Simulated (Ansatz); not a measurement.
Start from `N=CC(F)F` and change one atom or group to get `N=CCF`.

Ansatz, PBE0-D4/def2-TZVP geometries, multiplicity 1. Each molecule was computed in one conformer, which needn't be the lowest.

```tsv
property	`N=CC(F)F`
HOMO–LUMO gap (PBE0/def2-TZVPP) / eV	7.32
LUMO energy (PBE/def2-TZVPP) / eV	-2.27
size of the dipole moment (PBE/def2-TZVPP) / D	1.72
LUMO energy (PBE0/def2-TZVPP) / eV	-1.12
HOMO–LUMO gap (B3LYP/def2-TZVPP) / eV	6.83
LUMO energy (ωB97M-V/def2-TZVPP) / eV	1.22
```

Question: What does the change do to each property? (Estimate.)

Answer: Computed: 
```
                                      property  `N=CCF`  shift
          HOMO–LUMO gap (PBE0/def2-TZVPP) / eV     7.59   0.27
             LUMO energy (PBE/def2-TZVPP) / eV    -1.44   0.83
size of the dipole moment (PBE/def2-TZVPP) / D     2.44   0.72
            LUMO energy (PBE0/def2-TZVPP) / eV    -0.29   0.83
         HOMO–LUMO gap (B3LYP/def2-TZVPP) / eV     7.07   0.24
         LUMO energy (ωB97M-V/def2-TZVPP) / eV     2.00   0.78
```

With PBE0 the HOMO rises by 0.56 eV and the LUMO rises by 0.83 eV, so the gap widens by about 0.27 eV. PBE moves the HOMO by 0.53 eV and ωB97M-V by 0.57 eV. Dipoles are sizes alone; their direction can turn.

B3LYP here is the variant with VWN-RPA as its local correlation; programs differ in this.
